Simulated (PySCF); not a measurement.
A made-up structure of CH3BSi, singlet:

```xyz
6
angstrom
B -0.2280 -0.1861 -0.5689
C -0.0202 -0.2041 0.8643
Si 0.9867 1.1851 0.4977
H -0.8030 -0.7619 -1.4364
H 2.3696 1.1299 0.8155
H -0.3592 -0.8124 1.6852
```

It is relaxed with PBE-D4/def2-SVP and then PBE0-D4/def2-TZVP (PySCF 2.14 with density fitting (its default auxiliary sets; JK sets also for MP2 and CCSD(T))). Atoms count as bonded within 1.22 times the sum of their covalent radii (H–H: 0.88 Å). The end point is not checked to be a true minimum.

Task: Does its bonding change? (Judge from chemistry; the calculation decides.)

Result: By the calculation: No: no bond forms or breaks.

Where it ends: The first stage lowers the energy by 1.00 eV in 15 steps. It ends as CH₃BSi ([BH]1[CH][SiH]1):
```json
{"atom": "B1", "x (Å)": "-0.3383", "y (Å)": "-0.0969", "z (Å)": "-0.4775"}
{"atom": "C2", "x (Å)": "0.0439", "y (Å)": "-0.3491", "z (Å)": "0.9311"}
{"atom": "Si3", "x (Å)": "1.2378", "y (Å)": "0.6820", "z (Å)": "0.2179"}
{"atom": "H4", "x (Å)": "-1.1094", "y (Å)": "-0.2856", "z (Å)": "-1.3583"}
{"atom": "H5", "x (Å)": "2.4794", "y (Å)": "1.2936", "z (Å)": "0.7709"}
{"atom": "H6", "x (Å)": "-0.3519", "y (Å)": "-0.9055", "z (Å)": "1.7712"}
```

Labels in which every atom is bracketed show which atoms are joined, not bond orders.

For scale, one of the runs: PBE0-D4/def2-TZVP relaxation, 117 basis functions, launched by `OMP_NUM_THREADS=2 python run.py`. Time: 27 s of wall clock on 2 CPU threads of a Oxide Virtual Turin-like; the host was shared. Peak host memory: 1.1 GiB.
